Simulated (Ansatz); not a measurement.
in.yaml

```yaml
crystal:
  periodic: [false, false, false]
  atoms:
    - {symbol: Al, position_ang: [-2.851095, 0.000000, -0.000001]}
    - {symbol: H, position_ang: [-3.644019, 1.373384, -0.000002]}
    - {symbol: H, position_ang: [-3.644019, -1.373384, -0.000002]}
    - {symbol: H, position_ang: [-1.265248, 0.000000, -0.000001]}
    - {symbol: Ge, position_ang: [1.111905, 0.000000, 0.000001]}
    - {symbol: H, position_ang: [1.580572, -1.465915, 0.000001]}
    - {symbol: H, position_ang: [1.580574, 0.732957, -1.269519]}
    - {symbol: H, position_ang: [1.580573, 0.732957, 1.269520]}
basis:
  gaussian: {orbitals: cc-pVDZ}
magnetization: {spin_polarized: true, initial_magnetization: 1}
correlation: {method: ccsdt_q, electrons: outside_noble_gas}
```

```sh
$ ansatz run in.yaml --threads 2 --pin off --events-out ev --progress --plain --max-ram 16896MiB --backend cuda --devices 0, --max-vram 18GiB
```

The program prints:

```
1462 factors; integrals over basis functions are off by at most 2.5e-7 eV
mean field evaluation 1: about -63147.0095 eV, gradient 8.7e0 eV
mean field evaluation 2: about -63147.0124 eV, gradient 8.7e0 eV
mean field evaluation 4: about -63148.1096 eV, gradient 6.6e-1 eV
mean field evaluation 8: about -63148.1207 eV, gradient 1.8e-3 eV
mean field evaluation 16: about -63148.1207 eV, gradient 1.1e-6 eV
mean field evaluation 32: about -63145.1313 eV, gradient 3.1e0 eV
mean field -63148.12067211 eV, -2320.6506313667 hartree, gradient 1.1e-6 eV, S^2 0.757634; 1 other end points of the search recorded, 0 dependent functions left out
determinant -63148.12067211 eV, -2320.6506313667 hartree, with singles and doubles -63154.18467229 eV, -2320.8734792627 hartree
determinant -63145.25429194 eV, -2320.5452938380 hartree, with singles and doubles -63151.59235738 eV, -2320.7782134469 hartree
19 core orbitals not correlated: weight in the atoms' cores, before any rotation towards them, 0.999 or more for the frozen orbitals, at most 0.000 for the correlated occupied ones
reference -63148.12067211 eV, -2320.6506313667 hartree; 7, 6 occupied and 49, 50 virtual orbitals, 1462 factors
second order -4.70905890 eV of doubles, -0.00000000 eV of singles
cycle   1  -5.68852036 eV  change   -9.8e-1 eV  update   7.8e-2
cycle   2  -6.16229496 eV  change   -4.7e-1 eV  update   3.2e-2
cycle   3  -6.18901407 eV  change   -2.7e-2 eV  update   9.2e-3
cycle   4  -6.19622984 eV  change   -7.2e-3 eV  update   4.1e-3
cycle   5  -6.19490005 eV  change    1.3e-3 eV  update   1.3e-3
cycle   6  -6.19404312 eV  change    8.6e-4 eV  update   6.5e-4
cycle   7  -6.19446838 eV  change   -4.3e-4 eV  update   3.1e-4
cycle   8  -6.19467625 eV  change   -2.1e-4 eV  update   1.2e-4
cycle   9  -6.19462847 eV  change    4.8e-5 eV  update   5.3e-5
cycle  10  -6.19459332 eV  change    3.5e-5 eV  update   2.1e-5
cycle  11  -6.19459159 eV  change    1.7e-6 eV  update   1.0e-5
cycle  12  -6.19459374 eV  change   -2.2e-6 eV  update   5.1e-6
cycle  13  -6.19459945 eV  change   -5.7e-6 eV  update   2.1e-6
cycle  14  -6.19460174 eV  change   -2.3e-6 eV  update   1.1e-6
cycle  15  -6.19460129 eV  change    4.5e-7 eV  update   4.9e-7
perturbative correction -0.00262414 eV, -0.0000964355 hartree
Total energy: -63154.31789755 eV, -2320.8783752006 hartree
```

Ran on 2 threads of AMD EPYC 7R13 with a shared H100 80 GB, shared host: 12 s wall, 0.91 GiB peak host memory.
